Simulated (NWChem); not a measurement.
A series in which one site is exchanged, each optimised at PBE0/def2-SVP with NWChem, gas phase unless a solvent is named. 

A: [K][OH] (KOH; site = K)
B: O (H₂O; site = H)
C: [Li][OH] (LiOH; site = Li)
D: [Na][OH] (NaOH; site = Na)

```tsv
quantity	A	B	C	D
dipole (D), PBE0/def2-SVP	6.41	2.03	3.60	(withheld)
highest harmonic frequency (cm⁻¹), PBE0/def2-SVP	3934	3967	4058	(withheld)
vertical ionisation energy, ΔSCF, PBE/def2-SVP (eV)	7.43	12.37	9.15	(withheld)
```

Question: What belongs in the gaps?

Answer: 
- dipole (D), PBE0/def2-SVP, D: 5.71
- highest harmonic frequency (cm⁻¹), PBE0/def2-SVP, D: 3987
- vertical ionisation energy, ΔSCF, PBE/def2-SVP (eV), D: 7.90
